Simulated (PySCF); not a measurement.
One of the candidates below gave these computed data.

All candidates are C2H5N.

| technique | computed result |
| --- | --- |
| NMR, other nuclei | isotropic shieldings of nuclei other than C and H, by class: -142 (1 N) ppm [GIAO PBE0/pcSseg-1] |
| 1H NMR | chemical shifts (computed TMS as zero) by class: 7.69 (1 H), 7.19 (1 H), 3.69 (3 H) ppm [GIAO PBE0/pcSseg-1] |
| Rotational structure | rotational constants A, B, C: 56.106, 10.692, 9.508 GHz [GFN2-xTB] |
| Couplings | largest of the computed one-bond spin–spin couplings (means over like bonds): 13C–1H +186.5, 13C–1H +157.8, 13C–1H +138.9 (×3), 15N–13C -8.7, 15N–13C +2.7 Hz [B3LYP/pcJ-1] |
| 13C NMR | chemical shifts (computed TMS as zero) by class: 155.2 (1 C), 53.3 (1 C) ppm [GIAO PBE0/pcSseg-1] |
| Dipole | 1.48 D [PBE0/pcSseg-1] |

Electronic properties: PySCF, gas phase, density fitting. Levels stand in brackets. Geometry: GFN2-xTB; no solvent, vibrations or thermal averaging. Each NMR value is the plain mean over a class of atoms that symmetry, rotation or inversion makes alike.

Question: Which candidate is it?
A. `C=NC` (N-methylmethanimine)
B. `[H]/N=C\C` (ethanimine)
C. `C1CN1` (aziridine)

Answer: A. It is `C=NC` (N-methylmethanimine). Numbering: `[CH2:1]=[N:2][CH3:3]`. Its formula, C2H5N, gives 1 degree of unsaturation: 0 rings and 1 π bond in the structure found. 2 carbons fall into 2 classes; from least to most shielded: imine carbon [C1] (155.2 ppm), N-methyl carbon [C3] (53.3 ppm). Hydrogen classes from least to most shielded: 1 H on an imine carbon, C1 (7.69 ppm), 1 H on an imine carbon, C1 (7.19 ppm), 3 H on an N-methyl carbon, C3 (3.69 ppm, a mean of values up to 1.1 ppm apart in this geometry). The other shieldings belong to: -142 ppm, imine nitrogen [N2]. The couplings run between: +186.5 Hz, imine carbon [C1] and its hydrogen; +157.8 Hz, imine carbon [C1] and its hydrogen; +138.9 Hz, N-methyl carbon [C3] and its hydrogen (with 2 like pairs); -8.7 Hz, imine nitrogen [N2] and imine carbon [C1]; +2.7 Hz, imine nitrogen [N2] and N-methyl carbon [C3]. The optimised geometry has point group Cs and is an asymmetric top.

The others, at the same levels:
- `[H]/N=C\C` fails: its computed 13C shifts are 172.6 (1 C), 31.2 (1 C) ppm, 1H shifts are 10.83 (1 H), 7.83 (1 H), 1.89 (3 H) ppm and rotational constant A is 51.516 GHz (against 56.106 GHz).
- `C1CN1` fails: it has 1 carbon class against 2; its computed 13C shifts are 17.9 (2 C) ppm, 1H shifts are 1.52 (4 H), -0.49 (1 H) ppm and rotational constant A is 23.629 GHz (against 56.106 GHz).
